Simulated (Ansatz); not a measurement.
The input, for Ansatz 0.2.0:

```yaml
crystal:
  periodic: [false, false, false]
  atoms:
    - {symbol: Al, position_ang: [0.000000, 0.000000, 0.686473]}
    - {symbol: N, position_ang: [0.000000, 0.000000, -1.084932]}
    - {symbol: H, position_ang: [0.000000, 0.833405, -1.649784]}
    - {symbol: H, position_ang: [0.000000, -0.833405, -1.649784]}
basis:
  gaussian: {orbitals: cc-pVDZ}
total_charge: 1
magnetization: {spin_polarized: true, initial_magnetization: 1}
correlation: {method: ccsd_t, electrons: outside_noble_gas}
```

```sh
$ ansatz run in.yaml --threads 1 --pin off --events-out ev --progress --plain --max-ram 4096MiB --backend cpu
```

Output:

```
404 factors; integrals over basis functions are off by at most 1.4e-3 eV
mean field evaluation 1: about -8079.9195 eV, gradient 4.5e1 eV
mean field evaluation 2: about -8079.9197 eV, gradient 4.5e1 eV
mean field evaluation 4: about -8089.0991 eV, gradient 3.0e0 eV
mean field evaluation 8: about -8089.2351 eV, gradient 3.6e-3 eV
mean field evaluation 16: about -8089.2309 eV, gradient 2.7e-1 eV
mean field evaluation 32: about -8088.2674 eV, gradient 9.1e-2 eV
mean field evaluation 64: about -8084.4111 eV, gradient 1.7e0 eV
mean field evaluation 96: about -8086.4961 eV, gradient 5.6e-3 eV
mean field evaluation 128: about -8084.7297 eV, gradient 2.9e0 eV
mean field evaluation 160: about -8086.4961 eV, gradient 9.6e-4 eV
mean field evaluation 192: about -8084.4048 eV, gradient 1.8e0 eV
mean field evaluation 224: about -8083.8978 eV, gradient 9.0e0 eV
mean field evaluation 256: about -8079.6733 eV, gradient 1.1e-3 eV
mean field evaluation 288: about -8082.0982 eV, gradient 5.0e-1 eV
mean field evaluation 320: about -8082.2336 eV, gradient 3.6e-3 eV
mean field evaluation 352: about -8079.4867 eV, gradient 3.8e0 eV
mean field evaluation 384: about -8077.6048 eV, gradient 3.6e-1 eV
mean field evaluation 416: about -8089.2259 eV, gradient 4.4e-1 eV
mean field evaluation 448: about -8084.6165 eV, gradient 6.0e-4 eV
mean field -8089.23505379 eV, -297.2739051462 hartree, gradient 3.7e-6 eV, S^2 0.754816; 8 other end points of the search recorded, 0 dependent functions left out
determinant -8089.23505379 eV, -297.2739051462 hartree, with singles and doubles -8095.06005193 eV, -297.4879698795 hartree
determinant -8088.26822174 eV, -297.2383747240 hartree, with singles and doubles -8093.84689293 eV, -297.4433871086 hartree
determinant -8088.26493588 eV, -297.2382539706 hartree, with singles and doubles -8093.84858038 eV, -297.4434491212 hartree
determinant -8086.49608001 eV, -297.1732497165 hartree, with singles and doubles -8091.16856955 eV, -297.3449605398 hartree
6 core orbitals not correlated: weight in the atoms' cores, before any rotation towards them, 1.000 or more for the frozen orbitals, at most 0.000 for the correlated occupied ones
reference -8089.23505379 eV, -297.2739051462 hartree; 5, 4 occupied and 31, 32 virtual orbitals, 404 factors
second order -5.45579922 eV of doubles, -0.00000000 eV of singles
cycle   1  -5.82515487 eV  change   -1.6e-4 eV  update   5.5e-4
cycle   2  -5.82518211 eV  change   -2.7e-5 eV  update   3.4e-4
cycle   3  -5.82506519 eV  change    1.2e-4 eV  update   1.5e-4
cycle   4  -5.82510127 eV  change   -3.6e-5 eV  update   7.6e-5
cycle   5  -5.82519373 eV  change   -9.2e-5 eV  update   2.3e-5
cycle   6  -5.82519714 eV  change   -3.4e-6 eV  update   1.0e-5
cycle   7  -5.82518192 eV  change    1.5e-5 eV  update   4.6e-6
cycle   8  -5.82517944 eV  change    2.5e-6 eV  update   1.1e-6
perturbative correction -0.16970814 eV, -0.0062366591 hartree
Total energy: -8095.22994136 eV, -297.4942132012 hartree
```

For the same geometry and basis RCCSDTQ lies 31.3 meV lower.

Ran on 1 thread of AMD EPYC 7R13, shared host: 2.5 s wall, 0.16 GiB peak host memory.
